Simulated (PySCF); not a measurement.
Compound: C₄H₄ClF.
SMILES with atom numbers: `[CH3:1][CH:2]=[C:3]=[C:4]([F:5])[Cl:6]` (hydrogens: H7, H8, H9 on C1; H10 on C2)

A GFN2-xTB structure was refined with PySCF 2.14.0, PBE0-D3(BJ)/def2-TZVP geometry optimisation, gas phase. Its GFN2-xTB values:

```json
{"coordinate": "C1–C2", "GFN2-xTB": "1.494 Å"}
{"coordinate": "C1–H7", "GFN2-xTB": "1.086 Å"}
{"coordinate": "C2=C3", "GFN2-xTB": "1.299 Å"}
{"coordinate": "C2–H10", "GFN2-xTB": "1.084 Å"}
{"coordinate": "C3=C4", "GFN2-xTB": "1.295 Å"}
{"coordinate": "C4–F5", "GFN2-xTB": "1.345 Å"}
{"coordinate": "C4–Cl6", "GFN2-xTB": "1.735 Å"}
{"coordinate": "C1–C2–C3", "GFN2-xTB": "124.6°"}
{"coordinate": "C2–C3–C4", "GFN2-xTB": "177.6°"}
{"coordinate": "C3–C4–F5", "GFN2-xTB": "123.6°"}
{"coordinate": "C3–C4–Cl6", "GFN2-xTB": "124.3°"}
{"coordinate": "F5–C4–Cl6", "GFN2-xTB": "112.1°"}
```

**Question.** How do these coordinates change at the PBE0-D3(BJ)/def2-TZVP level?

**Answer.** 
```json
{"coordinate": "C4–Cl6", "PBE0-D3(BJ)/def2-TZVP (Å or °)": "1.715", "change": "-0.020"}
{"coordinate": "C4–F5", "PBE0-D3(BJ)/def2-TZVP (Å or °)": "1.333", "change": "-0.012"}
{"coordinate": "C2–H10", "PBE0-D3(BJ)/def2-TZVP (Å or °)": "1.090", "change": "+0.006"}
{"coordinate": "C2=C3", "PBE0-D3(BJ)/def2-TZVP (Å or °)": "1.302", "change": "+0.003"}
{"coordinate": "C1–H7", "PBE0-D3(BJ)/def2-TZVP (Å or °)": "1.089", "change": "+0.003"}
{"coordinate": "C1–C2", "PBE0-D3(BJ)/def2-TZVP (Å or °)": "1.493", "change": "-0.001"}
{"coordinate": "C3=C4", "PBE0-D3(BJ)/def2-TZVP (Å or °)": "1.295", "change": "0.000"}
{"coordinate": "C2–C3–C4", "PBE0-D3(BJ)/def2-TZVP (Å or °)": "178.8", "change": "+1.2"}
{"coordinate": "C1–C2–C3", "PBE0-D3(BJ)/def2-TZVP (Å or °)": "125.2", "change": "+0.6"}
{"coordinate": "C3–C4–Cl6", "PBE0-D3(BJ)/def2-TZVP (Å or °)": "124.5", "change": "+0.2"}
{"coordinate": "F5–C4–Cl6", "PBE0-D3(BJ)/def2-TZVP (Å or °)": "111.9", "change": "-0.2"}
{"coordinate": "C3–C4–F5", "PBE0-D3(BJ)/def2-TZVP (Å or °)": "123.5", "change": "-0.1"}
```

The energy falls by 0.30 kcal/mol over 9 energy and gradient evaluations, the largest force component goes from 0.0087 to 1.2e-04 Eh/bohr, and the atoms move by 0.022 Å rms after alignment. The bond that changes most is C4–Cl6 (outer carbon of cumulated double bonds to vinyl chlorine), which shortens by 0.020 Å. Bonds longer at the end by more than 0.005 Å: 1 of 9; shorter: 2. Rotational constants go from 5356, 1481, 1237 to 5494, 1474, 1237 MHz.

The run used 216 basis functions and 62 SCF cycles in all. On Arm Neoverse V1, one thread, shared host with 32 logical CPUs at a one-minute load of 26, this took 1.7 min of wall time and 0.87 GiB of memory at its peak.

Stationary, but not proved a minimum.
